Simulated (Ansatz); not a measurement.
F2S2 (`FS(F)=S`). Charge 0, multiplicity 1.

```json
{"atom": "F1", "x (Å)": "-0.1213", "y (Å)": "1.0814", "z (Å)": "-0.9522"}
{"atom": "S2", "x (Å)": "-0.5133", "y (Å)": "-0.1799", "z (Å)": "-0.0388"}
{"atom": "F3", "x (Å)": "-0.1248", "y (Å)": "0.6040", "z (Å)": "1.3078"}
{"atom": "S4", "x (Å)": "0.7595", "y (Å)": "-1.5055", "z (Å)": "-0.3168"}
```

Give the diagnostics of a CCSD(T)/def2-TZVPP run (frozen core, Ansatz 0.2.0). (Best estimate.)

Computed: T1 = 0.0182, largest single amplitude 0.036, largest double 0.064, (T) share of the correlation energy 4.2 %, 10 CCSD cycles. The RHF solution is stable towards an unrestricted one. T1 lies under the customary mark of 0.02 for closed shells.
